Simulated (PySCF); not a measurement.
Match the calculated data to a structure.

All candidates are C3H6F2.

* NMR, other nuclei: isotropic shieldings of nuclei other than C and H, by class: 380 (1 F), 418 (1 F) ppm [GIAO PBE0/pcSseg-1]
* UV, strongest line: among the 10 lowest singlet transitions: S8 at 10.42 eV (119 nm, f = 0.095) [TDDFT CAM-B3LYP/def2-SVPD]
* UV, first state: lowest singlet excitation: 9.09 eV (136 nm, f = 0.010) [TDDFT CAM-B3LYP/def2-SVPD]
* 13C NMR: chemical shifts (computed TMS as zero) by class: 88.9 (1 C), 87.6 (1 C), 16.8 (1 C) ppm [GIAO PBE0/pcSseg-1]
* Polarisability: 40.6 au [CAM-B3LYP/def2-SVPD]
* Dipole: 3.09 D [CAM-B3LYP/def2-SVPD]
* Rotational structure: rotational constants A, B, C: 8.574, 3.525, 2.732 GHz [PBE0-D3(BJ)/def2-SVP]
* XPS: C1s 291.4, C1s 293.4, C1s 293.4, F1s 692.4, F1s 692.7 eV [ΔSCF SCAN, pcX-2 on the ionised atom, pcseg-1 elsewhere, spin-free X2C]

Electronic properties: PySCF, gas phase, density fitting. Levels stand in brackets. The structure is a single PBE0-D3(BJ)/def2-SVP conformer in the gas phase; no vibrational or solvent corrections. NMR values are class means; diastereotopic atoms form classes of their own.

Question: Which candidate is it?
A. `FCCCF`
B. `C[C@H](F)CF`
C. `CC(C)(F)F`

Answer: B. It is `C[C@H](F)CF`. Numbering: `[CH3:1][C@H:2]([F:3])[CH2:4][F:5]`. Its formula, C3H6F2, gives 0 degrees of unsaturation, so no ring and no π bond. 3 carbons fall into 3 classes; from least to most shielded: sp3 C–F carbon [C2] (88.9 ppm), sp3 C–F carbon [C4] (87.6 ppm), methyl carbon [C1] (16.8 ppm). The other shieldings belong to: 380 ppm, alkyl fluorine [F3]; 418 ppm, alkyl fluorine [F5]. The core levels belong to: C1s 291.4 eV, methyl carbon [C1]; C1s 293.4 eV, sp3 C–F carbon [C2]; C1s 293.4 eV, sp3 C–F carbon [C4]; F1s 692.4 eV, alkyl fluorine [F3]; F1s 692.7 eV, alkyl fluorine [F5]. The optimised geometry has point group C1 and is an asymmetric top.

The others, at the same levels:
- `FCCCF` fails: its computed core binding energies are C1s 291.3, C1s 293.3 (×2), F1s 692.6 (×2) eV and rotational constant A is 9.133 GHz (against 8.574 GHz).
- `CC(C)(F)F` fails: its computed core binding energies are C1s 291.3 (×2), C1s 295.5, F1s 692.8 (×2) eV, rotational constant A is 5.192 GHz (against 8.574 GHz) and smallest rotational constant is 4.843 GHz (against 2.732 GHz).

Each candidate is one conformer, not necessarily the lowest. Dipoles, sizes and rotational constants follow the conformer. The torsions of the flexible species, by atom-mapped SMILES:
- `[CH3:1][C@H:2]([F:3])[CH2:4][F:5]`: C1–C2–C4–F5 -173°
- `[F:1][CH2:2][CH2:3][CH2:4][F:5]`: F1–C2–C3–C4 61°, C2–C3–C4–F5 62°
